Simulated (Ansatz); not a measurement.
C2H4FNO (`N/C(O)=C\F`) at its PBE0-D4/def2-TZVP geometry, where that method's forces vanish. The species carries charge 0 and has multiplicity 1.

```csv
atom,x (Å),y (Å),z (Å)
N1,0.931,-0.005,-0.818
C2,-0.245,-0.072,-0.080
O3,-1.346,-0.422,-0.792
C4,-0.347,0.148,1.227
F5,0.714,0.639,1.907
H6,1.733,0.214,-0.244
H7,0.865,0.634,-1.600
H8,-1.077,-1.100,-1.423
H9,-1.228,-0.035,1.822
```

**Question.** For each bond, give half the difference of the two atoms' forces along it (eV/Å; positive pushes the atoms apart) under PBE-D4, r2SCAN-D4, B3LYP-D4, ωB97M-V in def2-TZVPP. (Best estimate.)

**Answer.** Computed: 
| bond | length (Å) | PBE-D4 | r2SCAN-D4 | B3LYP-D4 | ωB97M-V |
| --- | --- | --- | --- | --- | --- |
| N1–C2 | 1.389 | -0.06 | 0.00 | 0.15 | 0.28 |
| N1–H6 | 1.010 | 0.20 | -0.01 | -0.05 | -0.09 |
| N1–H7 | 1.013 | 0.22 | 0.01 | -0.04 | -0.10 |
| C2–O3 | 1.357 | 0.26 | 0.21 | 0.26 | 0.28 |
| C2–C4 | 1.329 | 0.29 | 0.08 | -0.15 | -0.36 |
| O3–H8 | 0.965 | 0.39 | 0.02 | -0.04 | -0.13 |
| C4–F5 | 1.353 | 0.42 | 0.31 | 0.42 | 0.39 |
| C4–H9 | 1.079 | -0.10 | -0.19 | -0.20 | -0.13 |

B3LYP here is the variant with VWN-RPA as its local correlation; programs differ in this.
